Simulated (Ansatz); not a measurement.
## SiNH5 (Si(NH2)H3): methods side by side

SiNH5 has 7 atoms, charge 0, and is taken as a singlet. As SMILES, `[H][Si]([H])([H])N`. Geometry: relaxed at GFN2-xTB.

```xyz
7

Si   -0.0007    0.0024   -0.6830
N     0.0907    0.1787    1.0286
H     0.7077   -0.4282    1.5438
H    -0.7637    0.3074    1.5458
H     1.3878   -0.0099   -1.1355
H    -0.7479    1.1693   -1.1461
H    -0.6738   -1.2197   -1.1536
```

Each level gives the vertical energy of the triplet above the singlet (eV). The values are calculated.

| level | kind | program | value (eV) | less FCI/STO-3G |
| --- | --- | --- | --- | --- |
| HF/STO-3G | Hartree–Fock | Ansatz | 9.71 | -0.22 |
| SVWN5/STO-3G | LDA | Ansatz | 9.56 | -0.37 |
| B3LYP/STO-3G | global hybrid | Ansatz | 9.56 | -0.37 |
| CAM-B3LYP/STO-3G | range-separated hybrid | Ansatz | 9.69 | -0.24 |
| wB97X/STO-3G | range-separated hybrid | Ansatz | 9.75 | -0.18 |
| BCCD(T)/STO-3G | coupled cluster or CI | Ansatz | 9.93 | 0.00 |
| CCSDT/STO-3G | coupled cluster or CI | Ansatz | 9.93 | 0.00 |
| CCSDTQ/STO-3G | coupled cluster or CI | Ansatz | 9.93 | 0.00 |
| FCI/STO-3G | exact in the basis | Ansatz | 9.93 | 0.00 |

FCI/STO-3G is exact within its basis and frozen core, so for wave-function methods in that basis the difference is their error; functionals converge differently with the basis, so for them it is only a difference. The values span 9.56 to 9.93 eV. A triplet this far above the singlet is often a Rydberg-like or dissociative state; sets without diffuse functions put Rydberg states too high. All rows use very small basis sets, so none should be taken for the real molecule's value.
